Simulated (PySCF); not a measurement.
Members of the series N+XY, Y = H; each row names its spin state. Gas-phase values, no solvent. One relaxed conformer stands for each flexible species; it need not be the lowest. Strings in code marks are SMILES.

All values below come from PBE-D3(BJ)/def2-TZVP // PBE0-D3(BJ)/def2-TZVP run with PySCF 2.14.0. 

| species | highest occupied spin orbital (eV) |
|---|---|
| X = H, multiplicity 3 (`[NH2+]` (lower triplet)) | -18.93 |
| X = cyano, multiplicity 3 (`N#C[NH+]` (lower triplet)) | -16.20 |
| X = boryl, multiplicity 1 (`B[NH+]` (lower singlet)) | – |
| X = boryl, multiplicity 3 (`B[NH+]` (excited triplet)) | -15.06 |
| X = ethynyl, multiplicity 3 (`C#C[NH+]` (lower triplet)) | -13.94 |
| X = mercapto, multiplicity 1 (`[NH+]S` (lower singlet; H–N–S–H torsion 0°)) | – |
